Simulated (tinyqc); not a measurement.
MP2 on RHF in the sto-3g basis, for H3O+, spin multiplicity 1, step by step (part 2 of 2). Computed by tinyqc, a small Python program that keeps every step (integrals from PySCF). Command: `OMP_NUM_THREADS=1 python tinyqc.py 24567 24568 out.jsonl` (the two numbers bound the seeds that draw the settings). One thread of a shared host (Intel(R) Xeon(R) Processor @ 2.60GHz), about 0.1 s of CPU time with the checks.

Geometry (angstrom):
```
atom          x          y         z
O      0.000000   0.000000  0.113000
H      1.077000   0.000000  0.000000
H     -0.539000   0.933000  0.000000
H     -0.539000  -0.933000  0.000000
```

## Convergence

Stop when the energy changes by less than 1e-10 hartree and every element of the error matrix X^T (F D S - S D F) X is below 3e-06.

Course of the cycle:
```
iteration   E (hartree)     change  largest element of the error matrix
1          -75.06776490          -                             4.49e-01
2          -75.28650842  -2.19e-01                             1.08e-01
3          -75.30053072  -1.40e-02                             2.02e-02
4          -75.30137875  -8.48e-04                             4.35e-03
5          -75.30140810  -2.94e-05                             5.93e-04
6          -75.30140961  -1.51e-06                             1.91e-05
7          -75.30140961  -6.91e-10                             1.36e-07
8          -75.30140961  -2.84e-14                             2.43e-08
```

PySCF RHF in the same basis = -75.30140961 hartree

Converged in 8 iterations.

## Integrals over molecular orbitals

coefficients C, order 1O 1s, 1O 2s, 1O 2px, 1O 2py, 1O 2pz, 2H 1s, 3H 1s, 4H 1s:
$$\begin{pmatrix}
0.994205 & -0.241579 & 0.000031 & 0.000000 & -0.021536 & -0.155126 & 0.000000 & 0.000158 \\
0.025732 & 0.891071 & -0.000181 & 0.000000 & 0.106239 & 0.934110 & 0.000000 & -0.001096 \\
0.000002 & 0.000075 & 0.694137 & 0.000000 & 0.000058 & -0.000699 & 0.000000 & -0.885327 \\
0.000000 & 0.000000 & 0.000000 & 0.694228 & 0.000000 & 0.000000 & 0.885002 & 0.000000 \\
-0.000837 & -0.034417 & -0.000060 & 0.000000 & 0.992193 & -0.138596 & 0.000000 & 0.000157 \\
-0.004309 & 0.101057 & 0.414766 & 0.000000 & -0.039752 & -0.630731 & 0.000000 & 0.905113 \\
-0.004305 & 0.100953 & -0.207453 & 0.359255 & -0.039774 & -0.631563 & -0.783181 & -0.451703 \\
-0.004305 & 0.100953 & -0.207453 & -0.359255 & -0.039774 & -0.631563 & 0.783181 & -0.451703
\end{pmatrix}$$

core Hamiltonian H = T + V (hartree), order 1O 1s, 1O 2s, 1O 2px, 1O 2py, 1O 2pz, 2H 1s, 3H 1s, 4H 1s:
$$\begin{pmatrix}
-33.080789 & -7.697988 & -0.000005 & 0.000000 & 0.003793 & -1.311164 & -1.309608 & -1.309608 \\
-7.697988 & -9.700807 & -0.000052 & 0.000000 & 0.046210 & -3.142543 & -3.139862 & -3.139862 \\
-0.000005 & -0.000052 & -7.951807 & 0.000000 & 0.000011 & -2.288274 & 1.143917 & 1.143917 \\
0.000000 & 0.000000 & 0.000000 & -7.951617 & 0.000000 & 0.000000 & -1.980089 & 1.980089 \\
0.003793 & 0.046210 & 0.000011 & 0.000000 & -7.816164 & 0.251354 & 0.251076 & 0.251076 \\
-1.311164 & -3.142543 & -2.288274 & 0.000000 & 0.251354 & -4.855935 & -0.957865 & -0.957865 \\
-1.309608 & -3.139862 & 1.143917 & -1.980089 & 0.251076 & -0.957865 & -4.854344 & -0.957657 \\
-1.309608 & -3.139862 & 1.143917 & 1.980089 & 0.251076 & -0.957865 & -0.957657 & -4.854344
\end{pmatrix}$$

Given earlier and not repeated: Two-electron integrals (ij|kl) in chemists' order.

(pq|rs) = sum C_ip C_jq C_kr C_ls (ij|kl), one index at a time.

one-electron integrals over orbitals h = C^T H C (hartree):
$$\begin{pmatrix}
-33.063470 & 0.572456 & -0.000073 & 0.000000 & 0.046670 & 0.349544 & 0.000000 & -0.000357 \\
0.572456 & -8.047321 & 0.000013 & 0.000000 & -0.076784 & -1.383105 & 0.000000 & 0.001461 \\
-0.000073 & 0.000013 & -6.813856 & 0.000000 & 0.000098 & 0.001970 & 0.000000 & 1.798559 \\
0.000000 & 0.000000 & 0.000000 & -6.813526 & 0.000000 & 0.000000 & -1.798590 & 0.000000 \\
0.046670 & -0.076784 & 0.000098 & 0.000000 & -7.793320 & 0.251456 & 0.000000 & -0.000100 \\
0.349544 & -1.383105 & 0.001970 & 0.000000 & 0.251456 & -4.811637 & 0.000000 & -0.000400 \\
0.000000 & 0.000000 & 0.000000 & -1.798590 & 0.000000 & 0.000000 & -5.518443 & 0.000000 \\
-0.000357 & 0.001461 & 1.798559 & 0.000000 & -0.000100 & -0.000400 & 0.000000 & -5.518910
\end{pmatrix}$$

Two-electron integrals over orbitals (pq|rs), unique and non-zero (hartree):
```
(11|11) 4.745095    (21|11) -0.431970   (21|21) 0.062046    (22|11) 1.025700
(22|21) -0.016125   (22|22) 0.718418    (31|11) 0.000056    (31|21) -0.000006
(31|22) 0.000007    (31|31) 0.013574    (32|11) -0.000012   (32|21) 3.86e-06
(32|22) 0.000037    (32|31) 0.020563    (32|32) 0.134552    (33|11) 0.842257
(33|21) -0.006440   (33|22) 0.642821    (33|31) 0.002297    (33|32) 0.034307
(33|33) 0.642779    (41|41) 0.013576    (42|41) 0.020563    (42|42) 0.134512
(43|41) -0.002303   (43|42) -0.034345   (43|43) 0.041496    (44|11) 0.842254
(44|21) -0.006441   (44|22) 0.642780    (44|31) -0.002300   (44|32) -0.034344
(44|33) 0.559837    (44|44) 0.642765    (51|11) -0.037989   (51|21) 0.004536
(51|22) -0.004172   (51|31) -1.23e-06   (51|32) -4.53e-07   (51|33) -0.001227
(51|44) -0.001227   (51|51) 0.026129    (52|11) 0.022713    (52|21) -0.002307
(52|22) -0.003974   (52|31) -3.37e-07   (52|32) -1.78e-06   (52|33) 0.002153
(52|44) 0.002154    (52|51) 0.033032    (52|52) 0.151405    (53|11) -0.000022
(53|21) 7.49e-07    (53|22) -0.000009   (53|31) 0.001130    (53|32) 0.000440
(53|33) -0.002424   (53|44) 0.002411    (53|51) -4.24e-06   (53|52) -0.000015
(53|53) 0.032068    (54|41) 0.001130    (54|42) 0.000442    (54|43) 0.002418
(54|54) 0.032068    (55|11) 1.110930    (55|21) -0.012221   (55|22) 0.754345
(55|31) 1.37e-06    (55|32) -0.000005   (55|33) 0.644904    (55|44) 0.644890
(55|51) 0.004523    (55|52) 0.032138    (55|53) -0.000017   (55|55) 0.877466
(61|11) -0.276333   (61|21) 0.040107    (61|22) -0.010207   (61|31) -0.000018
(61|32) -0.000018   (61|33) -0.004208   (61|44) -0.004204   (61|51) 0.000182
(61|52) -0.004886   (61|53) -2.41e-07   (61|55) -0.008083   (61|61) 0.026233
(62|11) 0.317354    (62|21) -0.010346   (62|22) 0.134093    (62|31) -0.000012
(62|32) -0.000065   (62|33) 0.091151    (62|44) 0.091166    (62|51) -0.004905
(62|52) -0.010078   (62|53) -0.000007   (62|55) 0.163201    (62|61) -0.006091
(62|62) 0.069276    (63|11) -0.000397   (63|21) 0.000008    (63|22) -0.000205
(63|31) 0.006082    (63|32) -0.014623   (63|33) -0.028739   (63|44) 0.028457
(63|51) 1.09e-07    (63|52) -0.000012   (63|53) 0.003280    (63|55) -0.000223
(63|61) -7.45e-07   (63|62) -0.000105   (63|63) 0.058595    (64|41) 0.006084
(64|42) -0.014628   (64|43) 0.028608    (64|54) 0.003286    (64|64) 0.058673
(65|11) -0.050917   (65|21) -0.000117   (65|22) -0.030272   (65|31) -2.17e-06
(65|32) -0.000013   (65|33) -0.016782   (65|44) -0.016772   (65|51) 0.017987
(65|52) 0.065878    (65|53) -0.000029   (65|55) -0.025298   (65|61) -0.001977
(65|62) -0.020305   (65|63) 0.000022    (65|65) 0.037035    (66|11) 0.605353
(66|21) -0.006872   (66|22) 0.487716    (66|31) -0.000019   (66|32) -0.000155
(66|33) 0.477038    (66|44) 0.477162    (66|51) -0.005737   (66|52) -0.020800
(66|53) 0.000011    (66|55) 0.485181    (66|61) -0.003760   (66|62) 0.032833
(66|63) 0.000044    (66|65) -0.014491   (66|66) 0.443636    (71|41) 0.015433
(71|42) 0.022236    (71|43) -0.002267   (71|54) 0.001294    (71|64) 0.006583
(71|71) 0.017570    (72|41) 0.015252    (72|42) 0.055427    (72|43) 0.009297
(72|54) 0.005898    (72|64) 0.035821    (72|71) 0.016610    (72|72) 0.055809
(73|41) 0.002496    (73|42) 0.036431    (73|43) -0.005895   (73|54) -0.002622
(73|64) -0.028534   (73|71) 0.002962    (73|72) 0.000089    (73|73) 0.033574
(74|11) 0.375266    (74|21) -0.007078   (74|22) 0.175012    (74|31) 0.002499
(74|32) 0.036444    (74|33) 0.133228    (74|44) 0.121480    (74|51) 0.000129
(74|52) 0.012532    (74|53) -0.002626   (74|55) 0.199063    (74|61) -0.004556
(74|62) 0.084655    (74|63) -0.028605   (74|65) -0.013279   (74|66) 0.034626
(74|74) 0.150227    (75|41) 0.001982    (75|42) 0.012855    (75|43) -0.004603
(75|54) 0.023062    (75|64) -0.006385   (75|71) 0.002229    (75|72) 0.003973
(75|73) 0.005059    (75|75) 0.021909    (76|41) 0.012250    (76|42) 0.098402
(76|43) -0.045864   (76|54) -0.006306   (76|64) -0.058034   (76|71) 0.013619
(76|72) 0.007777    (76|73) 0.051392    (76|75) 0.011487    (76|76) 0.126463
(77|11) 0.776985    (77|21) -0.007970   (77|22) 0.569824    (77|31) -0.000498
(77|32) -0.029819   (77|33) 0.506438    (77|44) 0.581933    (77|51) -0.000836
(77|52) 0.001991    (77|53) 0.004237    (77|55) 0.572536    (77|61) -0.004908
(77|62) 0.067252    (77|63) 0.044332    (77|65) -0.010562   (77|66) 0.465525
(77|74) 0.071171    (77|77) 0.565779    (81|11) 0.000283    (81|21) -0.000043
(81|22) 4.63e-06    (81|31) -0.015436   (81|32) -0.022243   (81|33) -0.002255
(81|44) 0.002269    (81|51) -1.22e-06   (81|52) 3.45e-06    (81|53) -0.001294
(81|55) 0.000008    (81|61) -0.000012   (81|62) 0.000021    (81|63) -0.006584
(81|65) 3.30e-06    (81|66) 0.000027    (81|74) -0.002961   (81|77) 0.000524
(81|81) 0.017580    (82|11) -0.000346   (82|21) 0.000010    (82|22) -0.000152
(82|31) -0.015252   (82|32) -0.055407   (82|33) 0.009223    (82|44) -0.009396
(82|51) 3.66e-06    (82|52) 2.66e-06    (82|53) -0.005899   (82|55) -0.000173
(82|61) 0.000021    (82|62) -0.000032   (82|63) -0.035822   (82|65) 0.000022
(82|66) -0.000014   (82|74) -0.000181   (82|77) -0.019194   (82|81) 0.016616
(82|82) 0.055812    (83|11) -0.375281   (83|21) 0.007080    (83|22) -0.174979
(83|31) 0.002492    (83|32) 0.036456    (83|33) -0.121467   (83|44) -0.133254
(83|51) -0.000129   (83|52) -0.012533   (83|53) -0.002613   (83|55) -0.199054
(83|61) 0.004552    (83|62) -0.084669   (83|63) -0.028389   (83|65) 0.013267
(83|66) -0.034787   (83|74) -0.084778   (83|77) -0.106137   (83|81) -0.002965
(83|82) 0.000026    (83|83) 0.150248    (84|41) -0.002503   (84|42) -0.036419
(84|43) 0.005864    (84|54) 0.002616    (84|64) 0.028472    (84|71) -0.002970
(84|72) -0.000129   (84|73) -0.031834   (84|75) -0.005055   (84|76) -0.051335
(84|84) 0.033519    (85|11) 0.000021    (85|21) 3.48e-07    (85|22) 0.000011
(85|31) -0.001982   (85|32) -0.012858   (85|33) -0.004587   (85|44) 0.004606
(85|51) -0.000018   (85|52) -0.000068   (85|53) -0.023064   (85|55) 4.50e-06
(85|61) 4.15e-06    (85|62) 0.000019    (85|63) 0.006378    (85|65) -0.000016
(85|66) 0.000029    (85|74) -0.005054   (85|77) 0.005399    (85|81) 0.002230
(85|82) 0.003974    (85|83) -0.005067   (85|85) 0.021914    (86|11) 0.000083
(86|21) -1.00e-06   (86|22) 2.89e-06    (86|31) -0.012251   (86|32) -0.098395
(86|33) -0.045718   (86|44) 0.045811    (86|51) 4.26e-06    (86|52) 0.000018
(86|53) 0.006298    (86|55) 0.000034    (86|61) 0.000011    (86|62) 0.000046
(86|63) 0.057905    (86|65) 0.000018    (86|66) 0.000205    (86|74) -0.051335
(86|77) 0.061896    (86|81) 0.013624    (86|82) 0.007797    (86|83) -0.051420
(86|85) 0.011477    (86|86) 0.126275    (87|41) 0.000486    (87|42) 0.029709
(87|43) -0.037734   (87|54) -0.004239   (87|64) -0.044406   (87|71) 0.000505
(87|72) -0.019132   (87|73) 0.017435    (87|75) 0.005386    (87|76) 0.061842
(87|84) -0.017387   (87|87) 0.048326    (88|11) 0.777169    (88|21) -0.007975
(88|22) 0.569924    (88|31) 0.000522    (88|32) 0.029978    (88|33) 0.582064
(88|44) 0.506398    (88|51) -0.000835   (88|52) 0.001996    (88|53) -0.004253
(88|55) 0.572625    (88|61) -0.004912   (88|62) 0.067288    (88|63) -0.044609
(88|65) -0.010579   (88|66) 0.465355    (88|74) 0.106231    (88|77) 0.468886
(88|81) -0.000539   (88|82) 0.019033    (88|83) -0.071123   (88|85) -0.005409
(88|86) -0.062032   (88|88) 0.566045
```

## Second-order Moller-Plesset energy

orbital energies (hartree): MO1 -20.791420, MO2 -1.680129, MO3 -1.013129, MO4 -1.012893, MO5 -0.847387, MO6 0.003450, MO7 0.217899, MO8 0.218377

Hartree-Fock energy = -75.30140961 hartree

E2 = sum_ijab (ia|jb) [2 (ia|jb) - (ib|ja)] / (e_i + e_j - e_a - e_b) over occupied i, j and virtual a, b; the opposite-spin part is (ia|jb)^2 / denominator, the rest is same-spin, and SCS-MP2 scales them by 6/5 and 1/3.

Terms (the 40 largest of 117):
```
i  j  a  b    (ia|jb)    (ib|ja)  denominator       term
4  4  7  7   0.150227   0.150227    -2.461584  -0.009168
3  3  8  8   0.150248   0.150248    -2.463011  -0.009165
3  4  8  7  -0.084778  -0.031834    -2.462297  -0.004742
4  3  7  8  -0.084778  -0.031834    -2.462297  -0.004742
3  2  8  6  -0.084669  -0.035822    -2.915084  -0.003878
2  3  6  8  -0.084669  -0.035822    -2.915084  -0.003878
4  2  7  6   0.084655   0.035821    -2.914371  -0.003878
2  4  6  7   0.084655   0.035821    -2.914371  -0.003878
4  4  6  6   0.058673   0.058673    -2.032686  -0.001694
3  3  6  6   0.058595   0.058595    -2.033157  -0.001689
2  2  6  6   0.069276   0.069276    -3.367157  -0.001425
2  2  7  7   0.055809   0.055809    -3.796055  -0.000821
2  2  8  8   0.055812   0.055812    -3.797011  -0.000820
5  5  6  6   0.037035   0.037035    -1.701674  -0.000806
3  3  7  7   0.033574   0.033574    -2.462055  -0.000458
4  4  8  8   0.033519   0.033519    -2.462539  -0.000456
4  3  7  6  -0.028605  -0.028534    -2.247371  -0.000365
3  4  6  7  -0.028605  -0.028534    -2.247371  -0.000365
3  4  7  6  -0.028534  -0.028605    -2.247371  -0.000361
4  3  6  7  -0.028534  -0.028605    -2.247371  -0.000361
4  4  6  8   0.028472   0.028472    -2.247613  -0.000361
4  4  8  6   0.028472   0.028472    -2.247613  -0.000361
3  3  8  6  -0.028389  -0.028389    -2.248084  -0.000358
3  3  6  8  -0.028389  -0.028389    -2.248084  -0.000358
3  4  7  8  -0.031834  -0.084778    -2.462297   0.000273
4  3  8  7  -0.031834  -0.084778    -2.462297   0.000273
5  5  7  7   0.021909   0.021909    -2.130572  -0.000225
5  5  8  8   0.021914   0.021914    -2.131528  -0.000225
5  2  6  6  -0.020305  -0.020305    -2.534416  -0.000163
2  5  6  6  -0.020305  -0.020305    -2.534416  -0.000163
3  2  6  8  -0.035822  -0.084669    -2.915084   0.000160
2  3  8  6  -0.035822  -0.084669    -2.915084   0.000160
4  2  6  7   0.035821   0.084655    -2.914371   0.000160
2  4  7  6   0.035821   0.084655    -2.914371   0.000160
5  4  6  7  -0.013279  -0.006385    -2.081629  -0.000129
4  5  7  6  -0.013279  -0.006385    -2.081629  -0.000129
5  3  6  8   0.013267   0.006378    -2.082343  -0.000128
3  5  8  6   0.013267   0.006378    -2.082343  -0.000128
1  1  6  6   0.026233   0.026233   -41.589739  -0.000017
2  1  8  8   0.016616   0.016616   -22.908302  -0.000012
```

Pair energies (hartree; pair i-j sums ij and ji):
```
pair  opposite spin  same spin
1-1       -0.000031          0
2-1       -0.000051          0
2-2       -0.003066          0
3-1       -0.000007  -0.000011
3-2       -0.005799  -0.001637
3-3       -0.012029          0
4-1       -0.000007  -0.000011
4-2       -0.005799  -0.001637
4-3       -0.008114  -0.002277
4-4       -0.012039          0
5-1       -1.26e-06          0
5-2       -0.000347          0
5-3       -0.000253  -0.000046
5-4       -0.000253  -0.000046
5-5       -0.001257          0
```

MP2 correlation energy = -0.05471786 hartree

SCS-MP2 correlation energy = -0.06075249 hartree

MP2 total energy = -75.35612747 hartree
